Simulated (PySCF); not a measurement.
# MgF2: relaxation and vibrations of the singlet

The task is one start of a wider search on MgF2: the singlet, from a linear start. It is relaxed, tested by its Hessian and followed downhill if it is a saddle.

Computed with PySCF 2.14.0. Level: PBE0, basis Mg def2-TZVP, F def2-TZVP, no relativity, density fitting.

## 1. The starting structure

3 atoms, charge 0, spin multiplicity 1.

Bond lengths: Mg1–F2 2.030 Å, Mg1–F3 2.030 Å. Angles: F2–Mg1–F3 180.0°.

Z-matrix (Å, degrees; charge 0 multiplicity 1):
```
Mg
F  1 2.0300
F  1 2.0300 2 180.00
```

## 2. First SCF at the start

One driver script runs all steps and calls PySCF; scf.py shows how it sets up the SCF of each step. The optimiser is the driver's own. After this first run the driver tries any further starts and a stability analysis.

scf.py reads:

```python
from pyscf import gto, scf, dft
mol = gto.M(atom='''
Mg     0.000000     0.000000     0.000000
F      0.000000     0.000000     2.030000
F      0.000000     0.000000    -2.030000''',
    basis={'Mg': 'def2-TZVP', 'F': 'def2-TZVP'},
    charge=0, spin=0)
mf = dft.RKS(mol, xc='PBE0')
mf.grids.atom_grid = (50, 194)
aux = {'Mg': 'def2-universal-JKFIT', 'F': 'def2-universal-JKFIT'}
mf = mf.density_fit(auxbasis=aux)
mf.conv_tol = 1e-08
mf.diis_space = 10
mf.max_cycle = 60
mf.init_guess = 'minao'
mf.verbose = 4
mf.kernel()
```

Command:

```console
> OMP_NUM_THREADS=2 python axn.py task.json out
```

Log:

```text
init E= -399.347230776456
  HOMO = -0.50294739949602  LUMO = -0.143623298979385  gap/eV = 9.77771
cycle= 1 E= -399.4517253619  delta_E= -0.104  |g|= 1.02  |ddm|= 1.68
  HOMO = -0.156306192131912  LUMO = -0.0665295666279491  gap/eV = 2.44295
cycle= 2 E= -398.356036875072  delta_E=  1.1  |g|= 2.71  |ddm|= 1.98
  HOMO = -0.360362561642353  LUMO = -0.103848261602543  gap/eV = 6.98011
cycle= 3 E= -399.644969472074  delta_E= -1.29  |g|= 0.0435  |ddm|= 1.49
  HOMO = -0.350853205575486  LUMO = -0.101645162994032  gap/eV = 6.78130
cycle= 4 E= -399.645372747432  delta_E= -0.000403  |g|= 0.0316  |ddm|= 0.0674
  HOMO = -0.354157138992233  LUMO = -0.10122331501816  gap/eV = 6.88268
cycle= 5 E= -399.645520358357  delta_E= -0.000148  |g|= 0.0073  |ddm|= 0.0122
  HOMO = -0.354921310372422  LUMO = -0.100949259623071  gap/eV = 6.91093
cycle= 6 E= -399.645528472316  delta_E= -8.11e-06  |g|= 0.000472  |ddm|= 0.00388
  HOMO = -0.354974766559811  LUMO = -0.100941567475651  gap/eV = 6.91260
cycle= 7 E= -399.645528510596  delta_E= -3.83e-08  |g|= 3.36e-05  |ddm|= 0.000284
  HOMO = -0.354968036168082  LUMO = -0.100937378488624  gap/eV = 6.91253
cycle= 8 E= -399.645528510794  delta_E= -1.97e-10  |g|= 7.64e-06  |ddm|= 2.18e-05
  HOMO = -0.354966135345745  LUMO = -0.100937596769974  gap/eV = 6.91247
Extra cycle  E= -399.645528510781  delta_E= 1.33e-11  |g|= 1.22e-05  |ddm|= 1.05e-05
converged SCF energy = -399.645528510781
```

This step, with its further starts and checks, took 2 s on 2 threads of Arm Neoverse V2, shared host.

The test of internal stability found no lower closed-shell solution.

## 3. Relaxation: linear start, singlet

The program finds D∞h symmetry in the start, which this walk keeps. Threshold on the gradient: 0.0003 Eh/bohr, with a further test on the energy change.

scf.py: that of step 2 with these lines changed.

```diff
@@ -15 +14,0 @@
-mf.init_guess = 'minao'
```

Steps of the walk:

| step | energy (Eh) | change (kJ/mol) | largest symmetric gradient (Eh/bohr) |
| --- | --- | --- | --- |
| 0 | -399.645529 | 0.00 | 0.06296 |
| 1 | -399.677470 | -83.86 | 0.03985 |
| 2 | -399.683247 | -99.03 | 0.03724 |
| 3 | -399.687749 | -110.85 | 0.00759 |
| 4 | -399.688007 | -111.53 | 0.00129 |
| 5 | -399.688014 | -111.54 | 0.00006 |

The walk took 3.5 s.

Geometry (Å) and forces (eV/Å) at some steps:

```
step 0
Mg   0.000   0.000   0.000   0.000   0.000   0.000
F    0.000   0.000   2.030   0.000   0.000  -3.238
F    0.000   0.000  -2.030   0.000   0.000   3.238
step 1
Mg   0.000   0.000   0.000   0.000   0.000   0.000
F    0.000   0.000   1.872   0.000   0.000  -2.049
F    0.000   0.000  -1.872   0.000   0.000   2.049
step 3
Mg   0.000   0.000   0.000   0.000   0.000   0.000
F    0.000   0.000   1.764   0.000   0.000  -0.390
F    0.000   0.000  -1.764   0.000   0.000   0.390
step 5
Mg   0.000   0.000   0.000   0.000   0.000   0.000
F    0.000   0.000   1.746   0.000   0.000   0.003
F    0.000   0.000  -1.746   0.000   0.000  -0.003
```

It settles in D∞h symmetry, 111.5 kJ/mol below the start, after 5 steps: Mg–F 1.746 Å (×2); F–Mg–F 180.0°.

## 4. Hessian and properties

The point is checked on the finer grid, and tightened if its gradient asks for it. The Hessian and the dipole derivatives come from central differences of analytic gradients, with steps of 0.02 bohr.

scf.py: that of step 3 with these lines changed.

```diff
@@ -4,2 +4,2 @@
-F      0.000000     0.000000     2.030000
-F      0.000000     0.000000    -2.030000''',
+F     -0.000000    -0.000000     1.746123
+F      0.000000     0.000000    -1.746123''',
@@ -9 +9 @@
-mf.grids.atom_grid = (50, 194)
+mf.grids.atom_grid = (75, 302)
@@ -12 +12 @@
-mf.conv_tol = 1e-08
+mf.conv_tol = 1e-10
```

The driver hands on the density of the step before, so the log starts near convergence.

SCF at the final geometry:

```text
init E= -399.687999066855
  HOMO = -0.377941190413851  LUMO = -0.0655800380958524  gap/eV = 8.49978
cycle= 1 E= -399.687999066855  delta_E= 6.82e-13  |g|= 1.74e-06  |ddm|= 1.15e-06
  HOMO = -0.377940675375485  LUMO = -0.0655799883528232  gap/eV = 8.49977
Extra cycle  E= -399.687999066854  delta_E= 1.02e-12  |g|= 2.87e-06  |ddm|= 1.89e-06
converged SCF energy = -399.687999066854
```

The whole step took 7.7 s.

Geometry: D∞h; Mg–F 1.746 Å (×2); F–Mg–F 180.0°.

Harmonic modes (main isotopes):

| symmetry | ω (cm⁻¹) | IR (km/mol) | type |
| --- | --- | --- | --- |
| πu | 156 | 273 | bend |
| σg+ | 564 | 0.0 | stretch |
| σu+ | 882 | 156 | stretch |

Every mode is real; the point is a minimum.

Properties at this point:

* Dipole moment: 0.00 D
* Highest occupied level: -10.28 eV
* Lowest empty level: -1.78 eV
* Rotational constants: 0.1455 cm⁻¹
* Zero-point energy: 10.5 kJ/mol
* Principal polarisabilities: 13.6, 13.6, 17.4 bohr³
* Atomisation energy without zero-point energy: 984 kJ/mol
* Principal traceless quadrupole moments about the centre of mass: -18.75, 9.37, 9.37 D Å
* Entropy at 298.15 K and 1 bar: 247.7 J/(mol K)
* Heat capacity Cp at 298.15 K: 51.8 J/(mol K)
* Enthalpy at 298.15 K above 0 K: 12.62 kJ/mol
* Rotational symmetry number: 2

Charges (e) and bond orders:

```csv
atom,Mulliken,Löwdin,polar tensor,Mayer order to Mg1
Mg1,1.15,0.74,1.47,–
"F2,3",-0.57,-0.37,-0.73,0.77
```

Outer orbital energies (eV). occupied: -30.51, -30.35, -11.26, -10.71, -10.33, -10.33, -10.28, -10.28; empty: -1.78, 0.36, 0.36, 2.36.

Mulliken populations on Mg1: s 4.25, p 6.31, d 0.29.

## 5. Outcome

```
                                 quantity                             value
                                  minimum                      singlet, D∞h
                                 geometry  Mg–F 1.746 Å (×2); F–Mg–F 180.0°
                       wavenumbers (cm⁻¹)    156 (πu), 564 (σg+), 882 (σu+)
                            dipole moment                            0.00 D
     highest occupied, lowest empty level                  -10.28, -1.78 eV
               polar-tensor charge of Mg1                           +1.47 e
                        zero-point energy                       10.5 kJ/mol
                      entropy at 298.15 K                   247.7 J/(mol K)
atomisation energy (no zero-point energy)                        984 kJ/mol
```

In words: The linear start keeps its D∞h symmetry and ends in a minimum. The strongest infrared band lies at 156 cm⁻¹ (πu, bend). The dipole vanishes although Mg1 carries +1.5 e by the polar tensor: the bond dipoles cancel. Only this shape and spin were tried, so other structures or states may lie lower.

The search up to here took 13 s.
